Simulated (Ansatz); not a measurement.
A nudged elastic band was laid between two geometries of AlH3O + H2 (7 atoms, charge 0, multiplicity 1).

These are results of Ansatz 0.2.0, RKS r2SCAN-D4/def2-mTZVP, not measurements.

```json
{"movable images": "5", "climbing image": "yes", "spring": "5.0 eV/Å²", "optimiser": "quadratic models (default)", "start path": "through a guess of the saddle point", "force threshold": "0.05 eV/Å", "iteration limit": "60", "end points": "relaxed"}
```

Initial state:

```xyz
7
Properties=species:S:1:pos:R:3
Al -0.054 -0.249 0.197
O -0.072 -0.728 1.835
H -0.895 -0.804 2.328
H 1.372 -0.195 -0.477
H -1.416 0.046 -0.562
H 0.063 2.521 0.581
H 0.241 2.258 1.255
```

Final state:

```xyz
7
Properties=species:S:1:pos:R:3
Al 0.027 0.471 -0.133
O 0.006 0.127 1.874
H -0.833 -0.295 2.116
H 1.347 -0.277 -0.618
H -1.392 -0.226 -0.414
H 0.063 2.070 -0.011
H 0.019 0.977 2.341
```

Which bonds break or form, and what moves?

Bonds broken: H6–H7. Bonds formed: Al1–H6, O2–H7. AlH3O + H2 becomes AlH5O.

Give the energies along the band, and the barrier.

The run converged. The highest image is number 4 of 0 to 6, 1.02 eV above the first end and 0.62 eV above the last; the last end lies 0.40 eV above the first. A vibrational analysis at the climbing image gives one clearly imaginary mode, 1200i cm⁻¹: a first-order saddle point. The orbitals stay closed-shell, which can raise the energy where a bond breaks towards radicals; this wasn't checked here.

```csv
image,path coordinate (Å),energy (eV),H6–H7 (Å),Al1–H6 (Å),O2–H7 (Å)
0,0.00,0.00,0.74,2.80,3.06
1,0.45,0.01,0.75,2.57,2.62
2,0.89,0.11,0.75,2.32,2.21
3,1.34,0.47,0.79,2.01,1.74
4,1.79,1.02,1.06,1.78,1.25
5,2.40,0.54,1.82,1.63,0.98
6,3.02,0.40,2.59,1.60,0.97
```

What is the geometry of the highest image?


```xyz
7
Properties=species:S:1:pos:R:3
Al 0.012 0.219 0.016
O 0.026 -0.003 1.882
H -0.818 -0.231 2.299
H 1.398 -0.120 -0.663
H -1.416 -0.073 -0.610
H 0.040 1.860 0.700
H -0.004 1.195 1.531
```

What are the harmonic wavenumbers there?

1200i, 439, 483, 575, 662, 755, 765, 790, 1034, 1431, 1676, 1876, 1943, 1968, 3800 cm⁻¹.

Time of the run: 77 s on 1 thread of AMD EPYC 7R43 64-Core Processor (Zen 3) (shared host), peak memory 0.13 GiB.
